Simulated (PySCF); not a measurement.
# NaC⁺ at PBE

Computed with PBE; basis Na aug-cc-pVDZ, C aug-cc-pVDZ; no relativity; PySCF 2.14.

```
state                                                                                                             : ³Π (triplet), unpaired electrons σ ↑, π ↑
bond length                                                                                                       : 2.740 Å
harmonic wavenumber                                                                                               : 174 cm⁻¹
force constant                                                                                                    : 0.141 mdyn/Å
rotational constant Be                                                                                            : 0.2847 cm⁻¹
anharmonicity ωexe                                                                                                : 3.81 cm⁻¹
vibration–rotation constant αe                                                                                    : 0.00811 cm⁻¹
well depth De to Na⁺ + C                                                                                          : 0.31 eV
dissociation energy D0                                                                                            : 0.30 eV
bond order (Mayer)                                                                                                : 0.18
dipole moment (positive dipole points towards C; it is taken about the centre of mass and depends on that origin) : -3.25 D
```

The bond is weak. Basis-set superposition, not corrected here, can be much of De in a small basis, most of all at correlated wavefunction levels. For an ion De counts to the pair picked by the measured ionisation energies or electron affinities, which need not be the lowest pair at this level. The state was picked by a PBE0 search and need not be the measured ground state.
